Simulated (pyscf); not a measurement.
H₃Si–As=GaH + H₂ -> H₃Si–AsH–GaH₂ (addition across a multiple bond or ene-type step; singlet surface; H–H broken, As–H, Ga–H formed). Optimised with ωB97X-D3(BJ)/def2-SVP in PySCF. Energies in kcal/mol from the separated reactants.

```csv
level,barrier,reaction energy
ωB97X-D3(BJ)/def2-TZVP,…,-23.3
PBE/def2-TZVP,24.6,-16.8
PBE0-D3(BJ)/def2-TZVP,…,…
M06-2X/def2-TZVP,30.7,-17.1
ωB97M-D3(BJ)/def2-TZVP,29.8,-21.5
HF/def2-TZVP,41.2,-21.4
```

Problem. What belongs in the gaps?

Solution. 
- ωB97X-D3(BJ)/def2-TZVP, barrier: 31.4
- PBE0-D3(BJ)/def2-TZVP, barrier: 25.4
- PBE0-D3(BJ)/def2-TZVP, reaction energy: -21.1

The functionals in the table span 6.7 kcal/mol in this barrier, from PBE to ωB97X-D3(BJ). On the reactant side the descent ends in an adduct with a Ga–Si contact (not fully relaxed), 1.1 kcal/mol under the separated species and 32.5 kcal/mol under the saddle at ωB97X-D3(BJ)/def2-TZVP. At the saddle there is also a short Ga–H contact that neither side keeps. H₃Si–As=GaH is closed by a dative Ga–Si contact. H₃Si–AsH–GaH₂ is closed by a dative Ga–Si contact. H₃Si–As=GaH lies 9.5 kcal/mol over its isomer H₃Si–AsH–Ga [singlet], and others may lie lower still (electronic energy, ωB97M-D3(BJ)). One saddle was located; it need not be the lowest between these sides. Elements up to Kr have no core potential and no relativistic terms here.
